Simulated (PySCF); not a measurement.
# Ways to converge the SCF of NO

Do solver options change the result for NO, or only the number of cycles?

Program: PySCF 2.14.0. Level of theory: method and basis as typed in the scripts. These are calculated values, not measurements.

## Step 1: The system as given

NO: 2 atoms, charge 0, spin multiplicity 2.

Bond lengths: N1–O2 1.129 Å.

## Step 2: Base script

input.py reads:

```python
from pyscf import gto, scf

mol = gto.M(
    atom='N 0 0 0; O 0 0 1.129',
    basis='jorge-dzp',
    charge=0,
    spin=1,
    verbose=4,
)
mf = scf.UHF(mol)
mf.kernel()
mf.stability(internal=True, external=True)
mf.dip_moment()
print('orbital energies (hartree):', [e[max(0, n-3):n+3].round(4) for e, n in zip(mf.mo_energy, mol.nelec)])
```

Run with:

```console
> python input.py
```

Its log is not repeated here.

It gives: E(SCF) = -129.275489 Eh, 14 cycles, ⟨S²⟩ = 0.772, μ = 0.27 D, internal stable; real -> complex stable; UHF/UKS -> GHF/GKS stable.

The bond length is a typed value, not an optimised one.

## Step 3: Second-order solver on

Edit 1 changes second-order solver: off → on.

input.py reads:

```python
from pyscf import gto, scf

mol = gto.M(
    atom='N 0 0 0; O 0 0 1.129',
    basis='jorge-dzp',
    charge=0,
    spin=1,
    verbose=4,
)
mf = scf.UHF(mol)
mf = mf.newton()
mf.kernel()
mf.stability(internal=True, external=True)
mf.dip_moment()
print('orbital energies (hartree):', [e[max(0, n-3):n+3].round(4) for e, n in zip(mf.mo_energy, mol.nelec)])
```

Run with:

```console
> python input.py
```

## Step 4: Smearing width 0.2 hartree

Edit 2 changes smearing width: none → 0.2 hartree; step after the SCF: stability → none.

input.py: that of step 2 with these lines changed.

```diff
@@ -10,4 +10,4 @@
 mf = scf.UHF(mol)
+mf = scf.addons.smearing_(mf, sigma=0.2, method='fermi')
 mf.kernel()
-mf.stability(internal=True, external=True)
 mf.dip_moment()
```

## Step 5: DIIS space 4

Edit 3 changes DIIS space: default → 4.

input.py: that of step 2 with these lines changed.

```diff
@@ -10,2 +10,3 @@
 mf = scf.UHF(mol)
+mf.diis_space = 4
 mf.kernel()
```

Before running it: what results should come out? Wanted: for each run, E(SCF); from base; gap, α spin; SCF dipole; after the SCF.

The runs gave:

| run | E(SCF) (hartree) | from base (eV) | cycles | gap, α spin (eV) | SCF dipole (D) | after the SCF |
| --- | --- | --- | --- | --- | --- | --- |
| base | -129.275489 | 0 | 14 | 13.91 | 0.27 | stable |
| second-order solver on | -129.275489 | 0.0000 | 4 macro | 13.91 | 0.27 | stable |
| smearing width 0.2 hartree (poor choice) | -128.585750 | not comparable | 14 | n/a | 0.33 | n/a |
| DIIS space 4 | -129.275489 | 0.0000 | 16 | 13.91 | 0.27 | stable |

Distance from each run's final energy (log10 hartree) by cycle:

| run | cycle 1 | cycle 2 | cycle 3 | cycle 5 | cycle 8 | cycle 12 |
| --- | --- | --- | --- | --- | --- | --- |
| base | -1.3 | -1.7 | -2.7 | -3.6 | -4.0 | -8.0 |
| second-order solver on | -3.3 | -7.1 | < -11 | done | done | done |
| smearing width 0.2 hartree (poor choice) | -0.8 | -1.4 | -1.9 | -2.8 | -5.6 | -8.6 |
| DIIS space 4 | -1.3 | -1.7 | -2.7 | -3.6 | -4.0 | -5.3 |

In words: The SCF energy stays the same, to the digits that matter, with second-order solver on or DIIS space 4. Rows marked «poor choice» come from settings spoiled on purpose.
